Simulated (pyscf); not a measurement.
PySCF, gas phase, ωB97X-D3(BJ)/def2-SVP geometries. MP2 and CC: frozen core, UHF for open shells. ΔMP2 is the change of the MP2 total energy from the triple- to the quadruple-zeta basis.

`[ClH]` + `[Cl][Al][Cl]` [doublet] → `[Cl][Al]([Cl])[Cl]` + `[H]` [doublet]
Surface: doublet. Broken: Cl–H. Formed: Al–Cl. Give ΔE‡ and ΔE from CCSD(T)/def2-TZVPP + ΔMP2(QZVPP), relative to the separated reactants.

ΔE‡ = 0.49 eV, ΔE = -0.44 eV. Zero-point energy shifts the barrier by -0.10 eV. It is an atom transfer, with an imaginary mode of 1297i cm⁻¹. On the reactant side the descent ends in a complex, 0.31 eV under the separated species and 0.75 eV under the saddle at ωB97X-D3(BJ)/def2-TZVP. This is the saddle that the search found; another between the same sides may lie lower. The angle at the transferred Cl is 143°. The CCSD(T) − MP2 part came from Ansatz, without density fitting, on the same reference.
